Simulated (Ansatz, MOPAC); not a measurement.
System: CH4N (charge 0, doublet). SMILES: C[NH]

Atoms: C1, N2, H3, H4, H5, H6. Bonds: C1-N2, C1-H3, C1-H5, C1-H6, N2-H4.

Bond lengths (Å) and angles (degrees) optimised at PM3 with MOPAC; MNDO with MOPAC; HF/3-21G with Ansatz (a program for electronic structure); HF/6-31G* with Ansatz; PBE/6-31G* with Ansatz; B3LYP/6-31G* with Ansatz, each started from the B3LYP-D3(BJ)/def2-TZVP structure (Ansatz) of the last column. A row stands for all coordinates that are equal there; 7 of 9 kinds are shown. 6-31G* holds six Cartesian d functions. At PM3 the structure is a saddle point. No wavenumbers were computed at MNDO, PBE/6-31G*, so these may be saddle points.

| coordinate | PM3 | MNDO | HF/3-21G | HF/6-31G* | PBE/6-31G* | B3LYP/6-31G* | B3LYP-D3(BJ)/def2-TZVP |
|---|---|---|---|---|---|---|---|
| C1-N2 | 1.426 | 1.439 | 1.490 | 1.445 | 1.443 | 1.445 | 1.437 |
| C1-H3 | 1.100 | 1.116 | 1.087 | 1.089 | 1.114 | 1.104 | 1.101 |
| C1-H5 | 1.097 | 1.113 | 1.079 | 1.082 | 1.103 | 1.094 | 1.090 |
| N2-H4 | 0.987 | 1.004 | 1.024 | 1.011 | 1.042 | 1.032 | 1.026 |
| N2-C1-H3 | 111.4 | 111.9 | 110.9 | 111.1 | 112.1 | 111.7 | 111.5 |
| N2-C1-H5 | 108.6 | 109.2 | 108.9 | 110.0 | 110.6 | 110.4 | 110.6 |
| C1-N2-H4 | 113.4 | 109.6 | 107.9 | 107.5 | 105.4 | 106.0 | 107.1 |

Mean signed difference of all 5 bond lengths from B3LYP-D3(BJ)/def2-TZVP: PM3 -0.009 Å, MNDO 0.007 Å, HF/3-21G 0.002 Å, HF/6-31G* -0.008 Å, PBE/6-31G* 0.012 Å, B3LYP/6-31G* 0.005 Å.
